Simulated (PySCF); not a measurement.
Species: 1-butyne, C₄H₆.
Atom-mapped SMILES: `[CH:1]#[C:2][CH2:3][CH3:4]` (hydrogens: H5 on C1; H6, H7 on C3; H8, H9, H10 on C4)

Geometry (GFN2-xTB, Å), atoms numbered from 1 in this order:
```xyz
10
C4H6 angstrom
C      2.2092   -0.2912   -0.4226
C      1.1130    0.1639   -0.2728
C     -0.2252    0.6869   -0.0840
C     -1.1970   -0.4164    0.3354
H      3.1743   -0.6793   -0.5567
H     -0.5612    1.1423   -1.0206
H     -0.1937    1.4676    0.6822
H     -1.2400   -1.1930   -0.4252
H     -0.8757   -0.8707    1.2702
H     -2.1950   -0.0054    0.4716
```

Method used: TDDFT PBE0/def2-SVPD, vertical, gas phase, core orbitals frozen in the response (PySCF 2.14.0, density-fitted response routines).

Ground-to-excited transition dipoles (e·a0, same axes as the geometry; the sign carries no meaning), for the states with f of 0.002 or more among the lowest 8:

```tsv
state	E (hartree)	μx	μy	μz
S2	0.2567	0.209	0.123	-0.068
S4	0.2736	-0.049	-0.050	-0.347
S5	0.2737	-0.402	-0.242	0.111
S6	0.3056	0.379	-0.384	-0.004
S7	0.3060	-0.060	-0.063	-0.302
S8	0.3114	0.041	0.036	0.198
```

Task: What oscillator strength does each state have?

Result: f = (2/3) ΔE |μ|² with ΔE in hartree (27.2114 eV).

```tsv
state	|μ|² (au)	|μ| (D)	f
S2	0.063	0.64	0.011
S4	0.125	0.90	0.023
S5	0.232	1.22	0.042
S6	0.291	1.37	0.059
S7	0.099	0.80	0.020
S8	0.042	0.52	0.009
```

Task: What is the point group, and which symmetry does each of these states have?

Result: Cs. Polarised normal to the mirror plane, so A″: S4, S7 and S8. Polarised in the mirror plane, so A′: S2, S5 and S6.

Task: What angle do the transition dipoles of S2 and S5 make?

Result: |cos θ| = |μa·μb| / (|μa| |μb|) = 1.00, so θ ≈ 3° (taken between 0 and 90°, since the signs are arbitrary).

Task: How is the summed strength of these states shared among x, y and z?

Result: (2/3) Σ ΔE μα² gives 0.068 for x, 0.045 for y and 0.052 for z, 0.164 in all.

Task: What peak molar absorption coefficient would the strongest computed level give as a lone Gaussian band 0.4 eV wide at half height?

Result: ε(max) = 2.175×10⁸ f / FWHM, with the width in cm⁻¹. S6: 2.175×10⁸ × 0.0593 / 3226 ≈ 4000 L mol⁻¹ cm⁻¹.

Hardware: one thread, Arm Neoverse V1, on a shared host. Cost: 7.3 s of wall time.
